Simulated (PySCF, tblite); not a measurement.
A complex of 2 × water and ammonia

A gas-phase complex of 2 × water and ammonia; neutral, singlet. The structure comes from a short search (6 tight-binding starts) and was relaxed by PBE0-D3(BJ)/def2-SVPD; another way of binding may lie lower. No frequency run checks that it is a minimum.

Parts: 1 = water (O), atoms 1–3; 2 = water (O), atoms 4–6; 3 = ammonia (N), atoms 7–10.

| atom | part | x (Å) | y (Å) | z (Å) |
| --- | --- | --- | --- | --- |
| O1 | 1 | -1.328 | 1.053 | -0.242 |
| H2 | 1 | -2.038 | 1.681 | -0.526 |
| H3 | 1 | -1.226 | 0.417 | -0.954 |
| O4 | 2 | 0.084 | 3.418 | -0.149 |
| H5 | 2 | -0.209 | 2.485 | -0.123 |
| H6 | 2 | 0.647 | 3.537 | 0.619 |
| N7 | 3 | -2.870 | 3.262 | -0.824 |
| H8 | 3 | -2.025 | 3.796 | -0.610 |
| H9 | 3 | -3.191 | 3.539 | -1.746 |
| H10 | 3 | -3.586 | 3.529 | -0.155 |

Contacts between parts, classed by geometry: H2···N7 1.811 Å (hydrogen bond, 158°); H5···O1 1.821 Å (hydrogen bond, 159°); H8···O4 2.191 Å (hydrogen bond, 138°).

Interaction energies are complex less parts, with the parts frozen as they stand in it; counterpoise-corrected, in kcal/mol (PySCF).

(1) Give the interaction energy at each level run.

(2) What holds them together? Decompose the wB97M-D3(BJ)/def2-TZVPD energy: frozen parts, their antisymmetrised product, then relaxation.

(3) Are the pair energies additive?

The parts were also relaxed and run alone, at the levels used for the complex: shieldings by PBE0/pcSseg-2.

Values alone: O1–H2 bond (Å): 0.961; shielding of H2 (ppm): 30.85; shielding of N7 (ppm): 262.5; shielding of H5 (ppm): 30.85; shielding of O1 (ppm): 328.9.

(4) What does binding change?

Answers

(1) 
```csv
level,interaction,superposition error removed
wB97M-D3(BJ)/def2-TZVPD,-16.26,-0.35
PBE0-D3(BJ)/def2-TZVPD,-17.57,-0.32
```

(2) electrostatic -32.2, Pauli repulsion +33.5, orbital relaxation -15.6, dispersion correction -2.3 kcal/mol, which sum to the value before the counterpoise correction; the Pauli term holds the exchange-correlation of the frozen density too. Of the attraction, 64 % is electrostatic, 31 % is orbital relaxation, 5 % is dispersion correction.

(3) The pairs sum to -13.63 kcal/mol (1–2 -4.5, 1–3 -6.1, 2–3 -3.0); the rest of -2.63 is a many-body strengthening.

(4) 
```json
{"property": "O1–H2 bond (Å)", "alone": "0.961", "in the complex": "0.990", "change": "+0.029"}
{"property": "shielding of H2 (ppm)", "alone": "30.85", "in the complex": "23.35", "change": "-7.50"}
{"property": "shielding of N7 (ppm)", "alone": "262.5", "in the complex": "249.1", "change": "-13.4"}
{"property": "shielding of H5 (ppm)", "alone": "30.85", "in the complex": "25.67", "change": "-5.19"}
{"property": "shielding of O1 (ppm)", "alone": "328.9", "in the complex": "296.7", "change": "-32.1"}
```
